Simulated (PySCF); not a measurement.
Molecule: SMILES c1cscn1, C$_{3}$H$_{3}$NS.

Geometry (Å), atoms numbered from 1 in this order:
```xyz
8

C     0.5576    0.8187    0.3707
C     1.0092   -0.4257    0.6775
S    -0.2716   -1.5671    0.5695
C    -1.3187   -0.2569    0.1153
N    -0.7566    0.8914    0.0570
H     1.1477    1.7167    0.3597
H     1.9960   -0.7352    0.9547
H    -2.3546   -0.4324   -0.0941
```

Frames of a GFN2-xTB Langevin trajectory at 400 K; GIAO PBE0/pcSseg-1 shieldings in PySCF, gas phase, non-relativistic; equivalent atoms averaged within each frame.

Scale: $^{13}$C (σ = 186.93 ppm) and $^{1}$H (σ = 31.72 ppm) vs TMS; $^{33}$S (σ = 503.73 ppm) vs CS2; $^{15}$N (σ = 267.73 ppm) vs NH3 (reference shieldings calculated alike). The references are static minima.

Question: How do the shifts (ppm) fluctuate along the trajectory?

Answer: 
```tsv
time (fs)	C4	C1	C2	S3	N5	H6	H8	H7
optimised geometry	156.1	146.3	127.6	274	358.7	8.10	8.41	7.23
250	163.5	154.0	124.1	257	378.4	8.36	7.96	7.14
425	162.7	147.0	125.3	294	373.3	7.95	9.32	6.39
625	166.6	146.1	121.2	308	351.8	8.72	8.65	6.80
800	170.0	144.5	118.9	297	392.9	8.79	9.58	7.45
1000	160.7	139.7	135.8	325	372.7	8.05	9.08	7.61
mean of frames	164.7	146.3	125.1	296	373.8	8.37	8.92	7.08
standard deviation	3.7	5.2	6.5	25	14.8	0.38	0.63	0.49
```

5 frames give an uncertainty of the mean of about the standard deviation over 2.2 at best, since frames this close in time may not be independent; classical motion lacks zero-point vibration, and the reference would need the same averaging.
